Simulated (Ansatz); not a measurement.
# B₃H+ (quartet): the correlation ladder, def2-QZVPP

The task here is to estimate one member of a computed series from the others.

Program: Ansatz 0.2.0, Gaussian basis. Level of theory: def2-QZVPP, core rule «outside noble gas», up to 3 orbitals frozen. These are calculated values, not measurements.

Plan: UHF; ROHF; CCSD(T) on UHF.

2 further runs of the same task are left out: 2 set aside as unsound or not needed.

## The system

The geometry is a PBE0/def2-TZVP stationary point (not a proven minimum) of the parent state, kept for this charge and spin.

4 atoms, charge 1, spin multiplicity 4.

Atoms are counted from 1 here; the program's logs count them from 0.

Bond lengths: B1–B2 1.556 Å, B1–B3 1.548 Å, B2–B3 1.853 Å, B2–H4 1.183 Å. Angles: B2–B1–B3 73.3°, B1–B2–B3 53.2°, B1–B2–H4 169.4°, B3–B2–H4 137.4°, B1–B3–B2 53.5°.

Set-up of the first run:

The input, in.yaml:

```yaml
crystal:
  periodic: [false, false, false]
  atoms:
    - {symbol: B, position_ang: [0.000000, -0.796508, -0.346642]}
    - {symbol: B, position_ang: [0.000000, 0.061998, 0.950518]}
    - {symbol: B, position_ang: [0.000000, 0.685766, -0.794078]}
    - {symbol: H, position_ang: [0.000000, 0.522819, 2.040076]}
basis:
  gaussian: {orbitals: "def2-QZVPP.json"}
total_charge: 1
magnetization: {spin_polarized: true, initial_magnetization: 3}
hamiltonian: {xc: hf}
output: {orbitals: {seedname: orbitals}}
```

Started as:

```bash
$ ansatz run in.yaml --threads 1 --pin off --events-out ev --progress --plain --max-ram 2393MiB
```

Steps of the session up to this table: UHF; ROHF; CCSD(T) on UHF.

One of the session's tables, all rows but one given; the rest of the session is left out.

```
  method  from UCCSD(T) (kcal/mol)
    ROHF                   +154.91
     UHF                         ?
    UMP2                    +25.86
   UCCSD                     +7.78
UCCSD(T)                         0
```

Q: Estimate the row for UHF from the others.

As computed: from UCCSD(T) (kcal/mol): +150.15. In the column «from UCCSD(T) (kcal/mol)» it lies between UMP2 (+25.86) and ROHF (+154.91).
